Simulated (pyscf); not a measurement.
H₃Si–PH₂ (SMILES [SiH3]P) + SiH₂ (SMILES [SiH2]) [singlet] → H₃Si–SiH₂–PH₂ (SMILES [SiH3][SiH2]P) (insertion; singlet surface; P–Si broken, P–Si, Si–Si formed). PySCF, gas phase, ωB97X-D3(BJ)/def2-SVP geometries. Correlated levels are frozen-core, on RHF or UHF. ΔMP2 is the change of the MP2 total energy from the triple- to the quadruple-zeta basis. Energies in kcal/mol from the separated reactants.

| level | barrier | reaction energy |
|---|---|---|
| ωB97X-D3(BJ)/def2-TZVP | -4.5 | -64.2 |
| PBE/def2-TZVP | -7.9 | -59.4 |
| B3LYP-D3(BJ)/def2-TZVP | -1.5 | -57.5 |
| M06-2X/def2-TZVP | -0.6 | -56.4 |
| ωB97M-D3(BJ)/def2-TZVP | ___ | -55.1 |
| CCSD/def2-TZVPP | 6.0 | -54.6 |
| CCSD(T)/def2-TZVPP + ΔMP2(QZVPP) | ___ | ___ |

Complete the blanks.


- ωB97M-D3(BJ)/def2-TZVP, barrier: 1.3
- CCSD(T)/def2-TZVPP + ΔMP2(QZVPP), barrier: 1.0
- CCSD(T)/def2-TZVPP + ΔMP2(QZVPP), reaction energy: -57.1

Of the functionals in the table, ωB97M-D3(BJ) is closest to CCSD(T)/def2-TZVPP + ΔMP2(QZVPP) in the barrier (0.3 kcal/mol apart) and PBE least close (8.9 kcal/mol); that level has limits of its own. On the reactant side the descent ends in a bound adduct, 11.1 kcal/mol under the separated species and 6.6 kcal/mol under the saddle at ωB97X-D3(BJ)/def2-TZVP. At ωB97X-D3(BJ), PBE, B3LYP-D3(BJ), M06-2X the saddle lies under the separated reactants, which points to a path from their complex (located at ωB97X-D3(BJ) alone). This is the saddle that the search found; another between the same sides may lie lower. The CCSD(T) − MP2 part came from Ansatz, without density fitting, on the same reference.
